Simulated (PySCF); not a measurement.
Potential energy curve for H2, singlet.

Methods: RKS-PBE = restricted PBE/6-31G in PySCF; UKS-PBE = unrestricted PBE/6-31G in PySCF 2.14.0; UKS-PBE0 = unrestricted PBE0/6-31G (PySCF); UCCSD(T) = PySCF with CCSD(T) on UHF/6-31G.

Energies relative to the lowest point of each curve near equilibrium, in kcal/mol; the last columns give the difference from UCCSD(T):

```json
[
 {"R / Å": "0.59", "RKS-PBE": "15.2", "UKS-PBE": "15.2", "UKS-PBE0": "14.3", "UCCSD(T)": "14.5", "RKS-PBE − UCCSD(T)": "0.7", "UKS-PBE − UCCSD(T)": "0.7", "UKS-PBE0 − UCCSD(T)": "-0.2"},
 {"R / Å": "0.63", "RKS-PBE": "7.7", "UKS-PBE": "7.7", "UKS-PBE0": "7.0", "UCCSD(T)": "7.2", "RKS-PBE − UCCSD(T)": "0.5", "UKS-PBE − UCCSD(T)": "0.5", "UKS-PBE0 − UCCSD(T)": "-0.2"},
 {"R / Å": "0.67", "RKS-PBE": "3.1", "UKS-PBE": "3.1", "UKS-PBE0": "2.7", "UCCSD(T)": "2.8", "RKS-PBE − UCCSD(T)": "0.3", "UKS-PBE − UCCSD(T)": "0.3", "UKS-PBE0 − UCCSD(T)": "-0.1"},
 {"R / Å": "0.70", "RKS-PBE": "1.2", "UKS-PBE": "1.2", "UKS-PBE0": "0.9", "UCCSD(T)": "1.0", "RKS-PBE − UCCSD(T)": "0.2", "UKS-PBE − UCCSD(T)": "0.2", "UKS-PBE0 − UCCSD(T)": "-0.1"},
 {"R / Å": "0.72", "RKS-PBE": "0.4", "UKS-PBE": "0.4", "UKS-PBE0": "0.2", "UCCSD(T)": "0.3", "RKS-PBE − UCCSD(T)": "0.1", "UKS-PBE − UCCSD(T)": "0.1", "UKS-PBE0 − UCCSD(T)": "-0.1"},
 {"R / Å": "0.75", "RKS-PBE": "0.0", "UKS-PBE": "0.0", "UKS-PBE0": "0.0", "UCCSD(T)": "0.0", "RKS-PBE − UCCSD(T)": "0.0", "UKS-PBE − UCCSD(T)": "0.0", "UKS-PBE0 − UCCSD(T)": "0.0"},
 {"R / Å": "0.76", "RKS-PBE": "0.0", "UKS-PBE": "0.0", "UKS-PBE0": "0.1", "UCCSD(T)": "0.1", "RKS-PBE − UCCSD(T)": "0.0", "UKS-PBE − UCCSD(T)": "0.0", "UKS-PBE0 − UCCSD(T)": "0.0"},
 {"R / Å": "0.80", "RKS-PBE": "0.9", "UKS-PBE": "0.9", "UKS-PBE0": "1.2", "UCCSD(T)": "1.0", "RKS-PBE − UCCSD(T)": "-0.1", "UKS-PBE − UCCSD(T)": "-0.1", "UKS-PBE0 − UCCSD(T)": "0.1"},
 {"R / Å": "0.82", "RKS-PBE": "1.7", "UKS-PBE": "1.7", "UKS-PBE0": "2.1", "UCCSD(T)": "1.9", "RKS-PBE − UCCSD(T)": "-0.2", "UKS-PBE − UCCSD(T)": "-0.2", "UKS-PBE0 − UCCSD(T)": "0.2"},
 {"R / Å": "0.86", "RKS-PBE": "3.9", "UKS-PBE": "3.9", "UKS-PBE0": "4.5", "UCCSD(T)": "4.1", "RKS-PBE − UCCSD(T)": "-0.3", "UKS-PBE − UCCSD(T)": "-0.3", "UKS-PBE0 − UCCSD(T)": "0.4"},
 {"R / Å": "0.93", "RKS-PBE": "9.1", "UKS-PBE": "9.1", "UKS-PBE0": "10.2", "UCCSD(T)": "9.4", "RKS-PBE − UCCSD(T)": "-0.3", "UKS-PBE − UCCSD(T)": "-0.3", "UKS-PBE0 − UCCSD(T)": "0.8"},
 {"R / Å": "1.00", "RKS-PBE": "15.5", "UKS-PBE": "15.5", "UKS-PBE0": "17.0", "UCCSD(T)": "15.6", "RKS-PBE − UCCSD(T)": "-0.1", "UKS-PBE − UCCSD(T)": "-0.1", "UKS-PBE0 − UCCSD(T)": "1.3"},
 {"R / Å": "1.13", "RKS-PBE": "29.0", "UKS-PBE": "29.0", "UKS-PBE0": "31.2", "UCCSD(T)": "28.3", "RKS-PBE − UCCSD(T)": "0.6", "UKS-PBE − UCCSD(T)": "0.6", "UKS-PBE0 − UCCSD(T)": "2.8"},
 {"R / Å": "1.22", "RKS-PBE": "38.6", "UKS-PBE": "38.6", "UKS-PBE0": "41.3", "UCCSD(T)": "37.1", "RKS-PBE − UCCSD(T)": "1.5", "UKS-PBE − UCCSD(T)": "1.5", "UKS-PBE0 − UCCSD(T)": "4.2"},
 {"R / Å": "1.36", "RKS-PBE": "53.3", "UKS-PBE": "53.3", "UKS-PBE0": "56.9", "UCCSD(T)": "49.9", "RKS-PBE − UCCSD(T)": "3.4", "UKS-PBE − UCCSD(T)": "3.4", "UKS-PBE0 − UCCSD(T)": "7.0"},
 {"R / Å": "1.48", "RKS-PBE": "65.2", "UKS-PBE": "65.2", "UKS-PBE0": "69.6", "UCCSD(T)": "59.6", "RKS-PBE − UCCSD(T)": "5.6", "UKS-PBE − UCCSD(T)": "5.6", "UKS-PBE0 − UCCSD(T)": "10.0"},
 {"R / Å": "1.62", "RKS-PBE": "77.9", "UKS-PBE": "77.9", "UKS-PBE0": "81.6", "UCCSD(T)": "69.2", "RKS-PBE − UCCSD(T)": "8.7", "UKS-PBE − UCCSD(T)": "8.7", "UKS-PBE0 − UCCSD(T)": "12.4"},
 {"R / Å": "1.83", "RKS-PBE": "94.6", "UKS-PBE": "91.0", "UKS-PBE0": "92.3", "UCCSD(T)": "80.1", "RKS-PBE − UCCSD(T)": "14.5", "UKS-PBE − UCCSD(T)": "10.9", "UKS-PBE0 − UCCSD(T)": "12.2"},
 {"R / Å": "2.02", "RKS-PBE": "107.2", "UKS-PBE": "97.3", "UKS-PBE0": "97.5", "UCCSD(T)": "86.8", "RKS-PBE − UCCSD(T)": "20.4", "UKS-PBE − UCCSD(T)": "10.5", "UKS-PBE0 − UCCSD(T)": "10.7"},
 {"R / Å": "2.22", "RKS-PBE": "118.2", "UKS-PBE": "100.8", "UKS-PBE0": "100.5", "UCCSD(T)": "91.3", "RKS-PBE − UCCSD(T)": "26.9", "UKS-PBE − UCCSD(T)": "9.6", "UKS-PBE0 − UCCSD(T)": "9.2"},
 {"R / Å": "2.58", "RKS-PBE": "132.9", "UKS-PBE": "103.5", "UKS-PBE0": "102.8", "UCCSD(T)": "95.2", "RKS-PBE − UCCSD(T)": "37.6", "UKS-PBE − UCCSD(T)": "8.3", "UKS-PBE0 − UCCSD(T)": "7.5"},
 {"R / Å": "2.99", "RKS-PBE": "143.7", "UKS-PBE": "104.5", "UKS-PBE0": "103.6", "UCCSD(T)": "97.7", "RKS-PBE − UCCSD(T)": "45.9", "UKS-PBE − UCCSD(T)": "6.8", "UKS-PBE0 − UCCSD(T)": "5.9"}
]
```

RKS-PBE is furthest from UCCSD(T) at 2.99 (45.9 kcal/mol, above); its mean absolute difference over the points is 7.6 kcal/mol.

UKS-PBE is furthest from UCCSD(T) at 1.83 (10.9 kcal/mol, above); its mean absolute difference over the points is 3.1 kcal/mol.

UKS-PBE0 is furthest from UCCSD(T) at 1.62 (12.4 kcal/mol, above); its mean absolute difference over the points is 3.9 kcal/mol.

The restricted form behind RKS-PBE keeps the bonding electrons paired and can't separate into open-shell fragments. The unrestricted determinant behind UKS-PBE is spin-contaminated at 1.83 to 2.99 Å (<S²> up to 1.0, against 0.00 for a pure singlet). The unrestricted determinant behind UKS-PBE0 is spin-contaminated at 1.62 to 2.99 Å (<S²> up to 1.0, against 0.00 for a pure singlet). The unrestricted determinant behind UCCSD(T) is spin-contaminated at 1.22 to 2.99 Å (<S²> up to 1.0, against 0.00 for a pure singlet).
